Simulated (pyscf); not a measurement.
Optimised with ωB97X-D3(BJ)/def2-SVP in PySCF.

**Question.** Estimate the classical barrier height and the reaction energy of `[OH][Ti]([OH])([OH])[Cl]` + `[ClH]` → `[OH][Ti]([OH])([Cl])[Cl]` + `[OH2]` at ωB97M-D3(BJ)/def2-TZVP. The step runs on the singlet surface, breaks O–Ti, Cl–H and forms Cl–Ti, H–O; take the separated reactants as zero.

**Answer.** ΔE‡ = 0.26 eV, ΔE = -0.22 eV. Zero-point energy shifts the barrier by +0.02 eV. It is a four-centre exchange, with an imaginary mode of 703i cm⁻¹. On the product side the descent ends in an adduct with a O–Ti contact (not fully relaxed), 0.51 eV under the separated species and 0.97 eV under the saddle at ωB97X-D3(BJ)/def2-TZVP. What is counted as broken (O–Ti) persists as a longer contact in the product adduct; parting that adduct is a step of its own. At ωB97X-D3(BJ) the barrier from the zero used here is 0.13 eV. This is the saddle that the search found; another between the same sides may lie lower.
